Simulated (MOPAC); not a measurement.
MOPAC input (PM7):

```
PM7 FORCE THERMO(298,298) PRECISE LET UHF MS=0.5 GEO-OK AUX(PRECISION=9) THREADS=1
C4H5

C     0.88245241 1    1.65901223 1   -0.12836443 1
C     0.09334563 1    0.61470174 1    0.04182496 1
C    -0.71546489 1   -0.44041342 1    0.21818629 1
C    -0.33529259 1   -1.73922086 1   -0.09109995 1
H     1.55768966 1    2.02057963 1    0.63338710 1
H     0.91612217 1    2.23210288 1   -1.04345471 1
H    -1.72036263 1   -0.26276339 1    0.62508552 1
H     0.63143380 1   -1.97885779 1   -0.49120925 1
H    -0.98922304 1   -2.57697375 1    0.05342587 1
```

From the last part of the output:

```
     H    9   0.034677   0.466619   4.311987

          HEAT OF FORMATION =      57.024383 KCALS/MOLE

          ZERO POINT ENERGY      44.841 KCAL/MOL

           NORMAL COORDINATE ANALYSIS (Total motion = 1 Angstrom)

   Root No.       1         2         3         4         5         6         7         8

                 1 A'      1 A"      2 A"      3 A"      2 A'      4 A"      5 A"      6 A"

                 215.5     262.7     419.5     461.2     575.2     905.5     957.7     970.7

           1   -0.0294    0.0000    0.0000    0.0000   -0.0292   -0.0000   -0.0000   -0.0000
           2    0.0749   -0.0000   -0.0000    0.0000   -0.0215    0.0000    0.0000    0.0000
           3   -0.0000   -0.0390   -0.0004    0.0019    0.0000    0.0181    0.0717    0.0146
           4   -0.0292   -0.0000    0.0000   -0.0000   -0.0280   -0.0000    0.0000    0.0000
           5   -0.0747    0.0000   -0.0000    0.0000    0.1491    0.0000   -0.0000   -0.0000
           6    0.0000    0.1040   -0.0066    0.0560   -0.0001    0.0033   -0.0563   -0.0194
           7   -0.0288    0.0000    0.0000    0.0000   -0.0231    0.0000   -0.0000   -0.0000
           8   -0.0521   -0.0000   -0.0000   -0.0000   -0.0744   -0.0000    0.0000    0.0000
           9    0.0000   -0.0064   -0.0135   -0.0676    0.0000   -0.0585    0.0067    0.0520
          10    0.0785    0.0000   -0.0000   -0.0000    0.0588    0.0000   -0.0000    0.0000
          11    0.0214   -0.0000    0.0000    0.0000   -0.0318   -0.0000    0.0000   -0.0000
          12   -0.0000   -0.0232    0.0154    0.0138    0.0000   -0.0179    0.0221   -0.0735
          13   -0.0301    0.1219   -0.0070    0.0621   -0.0335    0.0644    0.2654    0.0549
          14    0.1345   -0.0831    0.2878    0.1320   -0.0930   -0.0530    0.0064    0.0125
          15    0.0003   -0.1220    0.0040   -0.0423    0.0022   -0.0330   -0.1431   -0.0304
          16   -0.0301   -0.1219    0.0070   -0.0621   -0.0335   -0.0644   -0.2654   -0.0549
          17    0.1345    0.0830   -0.2878   -0.1320   -0.0930    0.0530   -0.0065   -0.0126
          18   -0.0004   -0.1221    0.0042   -0.0422   -0.0021   -0.0331   -0.1431   -0.0304
          19   -0.0900    0.0000    0.0000    0.0000    0.0602   -0.0000    0.0000    0.0000
          20   -0.0128   -0.0000   -0.0000   -0.0000   -0.1011    0.0002   -0.0000   -0.0001
          21    0.0000   -0.1114   -0.0128   -0.0837    0.0000    0.4180   -0.0386   -0.1690
          22    0.1786   -0.0000   -0.0000    0.0000    0.1995   -0.0000    0.0000   -0.0000
          23   -0.0226    0.0000    0.0001   -0.0001   -0.0871    0.0001   -0.0000    0.0001
          24    0.0000    0.1335    0.2204   -0.1768    0.0000    0.2090   -0.1002    0.2564
          25    0.0779    0.0000    0.0000   -0.0000    0.0633   -0.0000    0.0000   -0.0000
          26    0.1305   -0.0001   -0.0001    0.0001    0.1184    0.0000   -0.0000    0.0001
          27   -0.0000   -0.1995   -0.1548    0.2964   -0.0000    0.0956   -0.1014    0.2871

   Root No.       9        10        11        12        13        14        15        16

                 3 A'      4 A'      5 A'      6 A'      7 A'      8 A'      9 A'      7 A"

                 984.6    1033.2    1208.5    1299.4    1353.2    1394.2    1446.9    2703.8

           1    0.0344   -0.0021   -0.0325   -0.0059   -0.0274    0.0017   -0.0577    0.0000
           2   -0.0003   -0.0994    0.0032    0.0016    0.0004   -0.0011   -0.0002   -0.0000
           3    0.0000    0.0000   -0.0000   -0.0000   -0.0000    0.0000   -0.0000   -0.0574
           4    0.0304   -0.0018   -0.0251   -0.0069   -0.0238    0.0000   -0.0472    0.0000
           5   -0.0140    0.0278   -0.0215   -0.0118   -0.0042    0.0062    0.0018   -0.0000
           6    0.0000   -0.0000    0.0000    0.0000    0.0000   -0.0000   -0.0000   -0.0047
           7   -0.0205    0.0014    0.0555   -0.0303   -0.0087    0.0680    0.1131    0.0000
           8    0.0114   -0.0002    0.0401   -0.0246    0.0582   -0.0997   -0.0162   -0.0000
           9   -0.0000    0.0000   -0.0000    0.0000   -0.0000    0.0000    0.0000   -0.0001
          10   -0.0750    0.0018   -0.0017    0.0028    0.0144   -0.0872   -0.0110   -0.0000
          11   -0.0164    0.0023   -0.0101    0.0430   -0.0308    0.1288   -0.0125   -0.0000
          12    0.0000   -0.0000    0.0000   -0.0000    0.0000   -0.0000    0.0000   -0.0000
          13    0.0658   -0.0054   -0.1826    0.1447    0.1419   -0.0023    0.1087    0.2864
          14    0.0119    0.4182   -0.0003   -0.0037    0.0046   -0.0052   -0.0011    0.0006
          15   -0.0173    0.0012    0.0932   -0.0993   -0.1147    0.0019   -0.1214    0.3710
          16    0.0658   -0.0054   -0.1826    0.1447    0.1419   -0.0023    0.1087   -0.2864
          17    0.0120    0.4182   -0.0004   -0.0036    0.0047   -0.0052   -0.0010   -0.0003
          18    0.0173   -0.0015   -0.0932    0.0993    0.1147   -0.0019    0.1214    0.3710
          19    0.0457    0.0217    0.3033    0.3129    0.0255   -0.0500   -0.0803    0.0000
          20   -0.0240   -0.0097   -0.1063   -0.2038    0.0290   -0.0124    0.0794    0.0000
          21    0.0000    0.0000    0.0000    0.0001   -0.0000    0.0000   -0.0000    0.0001
          22    0.2454   -0.0039    0.0995   -0.1188    0.2168    0.3250   -0.1079   -0.0000
          23   -0.1299    0.0041   -0.0453    0.0897   -0.1134   -0.0726    0.0324    0.0000
          24    0.0000   -0.0000    0.0000   -0.0000    0.0000    0.0000   -0.0000    0.0001
          25   -0.0567    0.0018    0.0082   -0.0037    0.0168   -0.0633    0.0041   -0.0000
          26    0.3600   -0.0017    0.0123    0.0246   -0.2064   -0.3127    0.2126    0.0000
          27   -0.0001    0.0000   -0.0000   -0.0000    0.0001    0.0001   -0.0001    0.0002

   Root No.      17        18        19        20        21

                10 A'     11 A'     12 A'     13 A'     14 A'

                2719.1    2746.6    2757.4    2785.5    4166.1

           1    0.0014   -0.0018   -0.0157    0.0040   -0.3774
           2    0.0000   -0.0001   -0.0000    0.0001   -0.0000
           3   -0.0000    0.0000    0.0000   -0.0000   -0.0000
           4   -0.0006   -0.0006   -0.0277    0.0043    0.3999
           5    0.0012   -0.0023    0.0000    0.0001    0.0002
           6   -0.0000    0.0000   -0.0000   -0.0000    0.0000
           7    0.0084   -0.0188    0.0050   -0.0021   -0.0211
           8    0.0171   -0.0304    0.0024    0.0067   -0.0052
           9   -0.0000    0.0000   -0.0000   -0.0000    0.0000
          10   -0.0323   -0.0252   -0.0004   -0.0174   -0.0059
          11   -0.0216   -0.0152    0.0043    0.0270    0.0069
          12    0.0000    0.0000   -0.0000   -0.0000   -0.0000
          13    0.0052    0.0066    0.2245   -0.0330    0.0403
          14    0.0001    0.0001    0.0005   -0.0001    0.0000
          15    0.0081    0.0099    0.3369   -0.0489    0.0650
          16    0.0052    0.0066    0.2245   -0.0330    0.0403
          17    0.0001    0.0001    0.0002   -0.0001   -0.0000
          18   -0.0081   -0.0099   -0.3369    0.0489   -0.0650
          19   -0.1428    0.2239   -0.0036   -0.0275   -0.0286
          20   -0.2588    0.4156   -0.0134   -0.0551   -0.0211
          21    0.0001   -0.0002    0.0000    0.0000    0.0000
          22    0.1190    0.0559   -0.0304   -0.1579   -0.0001
          23    0.3128    0.1663   -0.0696   -0.3538    0.0000
          24   -0.0001   -0.0001    0.0000    0.0001    0.0000
          25    0.2894    0.2592    0.0471    0.3855    0.0031
          26   -0.0159   -0.0099    0.0024    0.0064   -0.0011
          27    0.0000    0.0000   -0.0000   -0.0000    0.0000

           MASS-WEIGHTED COORDINATE ANALYSIS (NORMAL COORDINATES)

   Root No.       1         2         3         4         5         6         7         8

                 1 A'      1 A"      2 A"      3 A"      2 A'      4 A"      5 A"      6 A"

                 215.5     262.7     419.5     461.2     575.2     905.5     957.7     970.7

           1   -0.1653    0.0000    0.0000    0.0000   -0.1405   -0.0000   -0.0000   -0.0000
           2    0.4212   -0.0001   -0.0000    0.0000   -0.1035    0.0000    0.0002    0.0000
           3   -0.0002   -0.2472   -0.0029    0.0128    0.0000    0.1153    0.4450    0.0939
           4   -0.1643   -0.0000    0.0000   -0.0000   -0.1347   -0.0000    0.0000    0.0000
           5   -0.4200    0.0002   -0.0000    0.0001    0.7178    0.0000   -0.0001   -0.0000
           6    0.0002    0.6585   -0.0463    0.3745   -0.0003    0.0212   -0.3494   -0.1248
           7   -0.1621    0.0000    0.0000    0.0000   -0.1113    0.0000   -0.0000   -0.0000
           8   -0.2932   -0.0000   -0.0000   -0.0002   -0.3581   -0.0001    0.0000    0.0001
           9    0.0001   -0.0406   -0.0945   -0.4523    0.0001   -0.3736    0.0414    0.3341
          10    0.4415    0.0000   -0.0000   -0.0000    0.2831    0.0000   -0.0000    0.0000
          11    0.1202   -0.0001    0.0000    0.0000   -0.1529   -0.0000    0.0001   -0.0002
          12   -0.0000   -0.1468    0.1079    0.0923    0.0001   -0.1145    0.1373   -0.4724
          13   -0.0491    0.2235   -0.0141    0.1203   -0.0467    0.1192    0.4774    0.1022
          14    0.2192   -0.1523    0.5826    0.2557   -0.1296   -0.0981    0.0115    0.0233
          15    0.0005   -0.2238    0.0081   -0.0819    0.0030   -0.0611   -0.2574   -0.0567
          16   -0.0491   -0.2235    0.0141   -0.1203   -0.0467   -0.1192   -0.4774   -0.1022
          17    0.2192    0.1522   -0.5826   -0.2557   -0.1296    0.0981   -0.0117   -0.0234
          18   -0.0006   -0.2239    0.0086   -0.0817   -0.0029   -0.0612   -0.2574   -0.0567
          19   -0.1467    0.0000    0.0000    0.0000    0.0840   -0.0000    0.0000    0.0000
          20   -0.0209   -0.0001   -0.0000   -0.0001   -0.1409    0.0003   -0.0000   -0.0001
          21    0.0000   -0.2043   -0.0260   -0.1622    0.0001    0.7731   -0.0695   -0.3145
          22    0.2910   -0.0000   -0.0000    0.0000    0.2781   -0.0000    0.0000   -0.0000
          23   -0.0369    0.0001    0.0002   -0.0001   -0.1215    0.0001   -0.0001    0.0002
          24    0.0000    0.2449    0.4462   -0.3426    0.0000    0.3866   -0.1803    0.4773
          25    0.1270    0.0000    0.0000   -0.0000    0.0882   -0.0000    0.0000   -0.0000
          26    0.2126   -0.0001   -0.0001    0.0002    0.1651    0.0001   -0.0001    0.0002
          27   -0.0001   -0.3659   -0.3133    0.5742   -0.0001    0.1768   -0.1824    0.5345

   Root No.       9        10        11        12        13        14        15        16

                 3 A'      4 A'      5 A'      6 A'      7 A'      8 A'      9 A'      7 A"
```
